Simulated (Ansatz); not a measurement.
## Relaxing Ni2Os

Level of theory: DFT PBE, scalar-relativistic, plane waves, PAW in Ansatz.

Ni2Os was placed on the rutile structure type (P4_2/mnm, No. 136), with Os in place of Ti, Ni in place of O, at a guessed volume.

Input of the last, converged step (default PAW datasets):

```yaml
crystal:
  lattice:
    - [6.3025119144, 0.0, 0.0]
    - [0.0, 6.3025119144, 0.0]
    - [0.0, 0.0, 2.5070248373]
  atoms:
    - { symbol: Ni, position: [0.2617794059, 0.2617794059, 0.0] }
    - { symbol: Ni, position: [0.2382205941, 0.7617794059, 0.5] }
    - { symbol: Ni, position: [0.7382205941, 0.7382205941, 0.0] }
    - { symbol: Ni, position: [0.7617794059, 0.2382205941, 0.5] }
    - { symbol: Os, position: [0.0, 0.0, 0.0] }
    - { symbol: Os, position: [0.5, 0.5, 0.5] }
basis:
  ecutwfc: 420
kpoints:
  mp_grid: { grid: [6, 6, 14] }
hamiltonian:
  xc: pbe
scf:
  occupations: { method: gaussian, width: 0.1 }
output:
  forces: true
  stress: true
  eigenvalues: true
relax:
  adjacent_minimum: "off"
  f_tol: 0.01
  max_steps: 80
  cell: { stress_tol: 0.05 }
```

Launched as:

```bash
ansatz run input.yaml --threads 1 --pin off --max-ram 2560MiB --backend cpu --events-out ev --progress --plain --runs-dir out
```

It took 2.6 min on 1 thread of Arm Neoverse V1, on a shared host, peak memory 0.62 GiB.

The program printed at the end:

```
SCF converged after 5 iterations
Free energy (F): -46122.044210 eV
Harris-Foulkes:  -46122.044210 eV  (|F-HF|=4.37e-11)
Internal energy: -46121.991890 eV  (E = F + TS)
E sigma→0 (E₀):  -46122.018050 eV
Entropy (-TS):   -0.052320 eV (-8.720 meV/atom)
Fermi energy:    13.782972 eV
--- Per-component energies (eV) ---
  E_band       = -1937.699449
  E_kinetic    = 2245.612272
  E_local      = -20368.987579  (includes V_loc(G=0)·N_el)
  E_nonlocal   = 2554.088822
  E_hartree    = 8582.277944
  E_xc         = -864.323268
  E_vxc        = -994.144804  (∫ρ·V_xc dr)
  E_paw        = -24552.781167  (= ΣΔE_a)
  E_vpaw       = -2538.826363  (= ΣTr[D̂ρ^β])
  E_aug_tail   = 0.001973  (compensation charges beyond the density's cutoff)
  E_ewald      = -13717.880887
  E_smearing   = -0.052320  (= −TS)
  E_closure    = 0.000000  (closes the sum)
  Σ components = -46122.044210   (vs F -46122.044210, Δ=0.00e0)
--- Forces (eV/Å), atoms counted from 1 ---
  atom   1  Ni     0.00003589     0.00003589     0.00000000
  atom   2  Ni    -0.00003589     0.00003589     0.00000000
  atom   3  Ni    -0.00003589    -0.00003589     0.00000000
  atom   4  Ni     0.00003589    -0.00003589     0.00000000
  atom   5  Os     0.00000000     0.00000000     0.00000000
  atom   6  Os     0.00000000     0.00000000     0.00000000
  max |Σ_I F_I| component: 2.43e-17 eV/Å
--- Stress (GPa, compression-positive) ---
        0.012811       0.000000       0.000000
        0.000000       0.012811       0.000000
        0.000000       0.000000       0.014105
  P = ⅓ Tr σ = 0.0132 GPa (0.132 kbar)
--- Relaxed structure (3 steps of the walk, 3 accepted, 1 SCFs on fresh bases) ---
  F+E_penalty+E_count = -46122.04420995 eV   max|allowed force component| = 3.589e-5 eV/Å   (the final SCF, on the basis selected at the relaxed cell)
  cell:  # Å, volume = 99.5591 Å³
    - [6.305055, 0.0, 0.0]
    - [0.0, 6.305055, 0.0]
    - [0.0, 0.0, 2.504397]
  atoms:
    - { symbol: Ni, position: [0.261132, 0.261132, 0.0] }
    - { symbol: Ni, position: [0.238868, 0.761132, 0.5] }
    - { symbol: Ni, position: [0.738868, 0.738868, 0.0] }
    - { symbol: Ni, position: [0.761132, 0.238868, 0.5] }
    - { symbol: Os, position: [0.000000, 0.000000, 0.0] }
    - { symbol: Os, position: [0.5, 0.5, 0.5] }
```

Absolute energies hang on the potentials; compare differences alone.

The result has space group P4_2/mnm (No. 136). Around Ni lie 1 Os at 2.33 Å, 2 Os at 2.47 Å and 2 Ni at 2.50 Å; around Os lie 2 Ni at 2.33 Å, 4 Ni at 2.47 Å and 2 Os at 2.50 Å.

Against the elements it lies at 0.99 eV/atom. Energies over the elements count from the elements' standard structures at the same level, with no empirical corrections.

For metals, differences of a few meV/atom aren't resolved. Spin–orbit coupling is left out.

Symmetry constrained the relaxation, so the result can be a saddle point.